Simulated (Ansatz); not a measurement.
A run of Ansatz (development build ahead of 0.2.0) on singlet N2O at this shape:

| atom | x (Å) | y (Å) | z (Å) |
| --- | --- | --- | --- |
| N | 0.0140 | -0.0398 | -1.1571 |
| N | -0.0174 | 0.0438 | -0.0745 |
| O | -0.0864 | 0.0052 | 1.1089 |

Its results:

```json
{"Converged": "yes", "Reference energy": "-181.17673 hartree", "Correlation energy": "-0.22343 hartree", "Total energy": "-181.40017 hartree", "Spin squared of the determinant": "0.000"}
```

**Question.** Which input gives this output? Name the method, the orbitals and the basis set, and write the input.

**Answer.** RHF-MP2 in STO-3G. An unrestricted run that stays on the closed shell gives the same numbers.

```yaml
crystal:
  periodic: [false, false, false]
  atoms:
    - { symbol: "N", position_ang: [0.01404, -0.03978, -1.1571] }
    - { symbol: "N", position_ang: [-0.01738, 0.04382, -0.07447] }
    - { symbol: O, position_ang: [-0.08645, 0.0052, 1.10892] }
basis:
  gaussian: { orbitals: STO-3G }
hamiltonian:
  xc: hf
correlation:
  method: mp2
  frozen_orbitals: { "N": 1, O: 1 }
```

Caution: no unrestricted run beside it, a lower state can exist.
